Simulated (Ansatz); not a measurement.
Start from InP in the zinc blende structure (space group F-43m, No. 216; a = 5.9598 Å).

Computed with Ansatz (an electronic-structure program), PBE, PAW, cutoff 420 eV, no spin-orbit coupling, earlier PAW set.

```tsv
level	band gap	lattice parameter a	electron mass at Γ
PBE	0.44 eV	5.960 Å	0.037 mₑ
```

Measured: band gap 1.47 eV (static lattice; corrected from measurement; as listed in Wei Chen et al., Physical Review Materials (2018)); lattice parameter a 5.858 Å (static lattice; corrected from measurement; as listed in Daniel Mejia-Rodriguez, S. B. Trickey, Phys. Rev. B (2018)); electron mass at Γ 0.079 mₑ (temperature not stated; as listed in Magdalena Laurien, Oleg Rubel, Phys. Rev. B (2022)).

Computed minus measured — band gap: PBE -1.03 eV; lattice parameter a: PBE +1.7 %; electron mass at Γ: PBE -54 %. Measured values not marked as corrected hold thermal and zero-point effects that the static-lattice runs lack. A measured gap can be an optical one, lowered by exciton binding. Levels without spin-orbit coupling miss its lowering of the gap, often about a third of the valence-band splitting.

Masses are band curvatures over ±0.01 Å⁻¹ around the edge. Whether these cells are dynamically stable was not tested.
